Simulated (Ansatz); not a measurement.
One change: `COCC=O` becomes `O=CCCl`.

Ansatz, PBE0-D4/def2-TZVP geometries, multiplicity 1. Each molecule was computed in one conformer, which needn't be the lowest.

```csv
property,`COCC=O`
HOMO energy (ωB97M-V/def2-TZVPP) / eV,-10.01
LUMO energy (B3LYP/def2-TZVPP) / eV,-1.20
HOMO–LUMO gap (PBE0/def2-TZVPP) / eV,6.70
LUMO energy (PBE0/def2-TZVPP) / eV,-0.90
HOMO–LUMO gap (ωB97M-V/def2-TZVPP) / eV,11.44
HOMO–LUMO gap (PBE/def2-TZVPP) / eV,3.89
```

(1) Give the same properties after the change, and the shifts. (An estimate is asked.)

Answers

(1) Ansatz gave: 
```csv
property,`O=CCCl`,shift
HOMO energy (ωB97M-V/def2-TZVPP) / eV,-10.36,-0.35
LUMO energy (B3LYP/def2-TZVPP) / eV,-1.64,-0.44
HOMO–LUMO gap (PBE0/def2-TZVPP) / eV,6.62,-0.08
LUMO energy (PBE0/def2-TZVPP) / eV,-1.36,-0.46
HOMO–LUMO gap (ωB97M-V/def2-TZVPP) / eV,11.34,-0.10
HOMO–LUMO gap (PBE/def2-TZVPP) / eV,3.84,-0.05
```

With PBE0 the HOMO falls by 0.38 eV and the LUMO falls by 0.46 eV, so the gap narrows by about 0.08 eV. PBE moves the HOMO by -0.39 eV and ωB97M-V by -0.35 eV.

Positive LUMOs are unbound, so they and the gaps depend on the basis.

B3LYP here is the variant with VWN-RPA as its local correlation; programs differ in this.
